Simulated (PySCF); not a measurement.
Geometry:
```
atom   x (Å)   y (Å)   z (Å)
 Al1   0.000   0.000   0.000
  H2   0.012  -0.021   1.651
  H3   1.552   0.012  -0.561
  H4  -0.786   1.352  -0.528
  H5  -0.778  -1.343  -0.562
```

Total charge -1.

Geometry: PBE0-D3(BJ)/def2-SVP; GIAO absolute shieldings from PySCF 2.14, gas phase, non-relativistic, averaged over equivalent atoms.

At B3LYP/pcSseg-1 (pcSseg-2 on Al) (63 basis functions, 0.9 s wall time on 1 thread of an x86-64 server CPU, shared host):
| atoms | σ (ppm) |
| --- | --- |
| Al1 | 483.2 |
| H2/H3/H4/H5 | 28.27 |

Predict the values at PBE0/pcSseg-1 (pcSseg-2 on Al) on the same geometry.

Results:


```json
{"atoms": "Al1", "σ at PBE0/pcSseg-1 (pcSseg-2 on Al)": "489.1", "change": "+5.9"}
{"atoms": "H2/H3/H4/H5", "σ at PBE0/pcSseg-1 (pcSseg-2 on Al)": "28.06", "change": "-0.21"}
```

The largest change is at Al1 (aluminium bonded to 4 H). Cost: 63 basis functions, 1.9 s wall time on 1 thread of an x86-64 server CPU, shared host.
